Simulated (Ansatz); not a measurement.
Abridged output of a molecular run in Ansatz:

```
Functional definition: HF
1028 factors; integrals over basis functions are off by at most 1.1e-3 eV
mean field evaluation 1: about -28468.3558 eV, gradient 3.9e1 eV
mean field evaluation 2: about -28468.5122 eV, gradient 3.9e1 eV
mean field evaluation 4: about -28472.1768 eV, gradient 3.6e0 eV
mean field evaluation 8: about -28472.2440 eV, gradient 3.0e-1 eV
mean field -28472.24440643 eV, -1046.3356827559 hartree, gradient 1.5e-6 eV, S^2 0.000000; 0 other end points of the search recorded, 0 dependent functions left out
14 core orbitals not correlated: weight in the atoms' cores, before any rotation towards them, 1.000 or more for the frozen orbitals, at most 0.000 for the correlated occupied ones
reference -28472.24440643 eV, -1046.3356827559 hartree; 18, 18 occupied and 75, 75 virtual orbitals, 1028 factors
second order -24.26535396 eV of doubles, -0.00000000 eV of singles
cycle   1  -24.71759175 eV  change   -4.5e-1 eV  update   1.1e-1
cycle   2  -25.34853013 eV  change   -6.3e-1 eV  update   3.4e-2
cycle   3  -25.49748593 eV  change   -1.5e-1 eV  update   1.7e-2
cycle   4  -25.49182580 eV  change    5.7e-3 eV  update   3.9e-3
cycle   5  -25.49146483 eV  change    3.6e-4 eV  update   1.9e-3
cycle   6  -25.49178725 eV  change   -3.2e-4 eV  update   6.2e-4
cycle   7  -25.49132800 eV  change    4.6e-4 eV  update   2.4e-4
cycle   8  -25.49120580 eV  change    1.2e-4 eV  update   8.7e-5
cycle   9  -25.49123170 eV  change   -2.6e-5 eV  update   4.0e-5
perturbative correction -0.77958559 eV, -0.0286492420 hartree
Total energy: -28498.51522372 eV, -1047.3011174844 hartree
```

Its atoms:

Z-matrix (Å, degrees):
```
C
S 1 1.802
O 1 1.390 2 116.2
S 1 1.820 2 112.2 3 107.7
F 1 1.355 2 109.0 3 -123.8
H 2 1.346 1 95.0 3 81.4
C 3 1.422 1 99.3 2 117.3
H 7 1.091 3 111.4 1 -116.4
H 7 1.091 3 111.8 1 118.2
```

Q: Which basis set was used?
A. def2-SVPD
B. def2-SVP
C. def2-TZVPP
D. cc-pV(T+d)Z

A: B. It gives 107 functions.

Q: Write the keys of the input that set method, charge and spin (a neutral closed shell needs none for the last two).

A: 
```yaml
correlation: {method: ccsd_t}
```
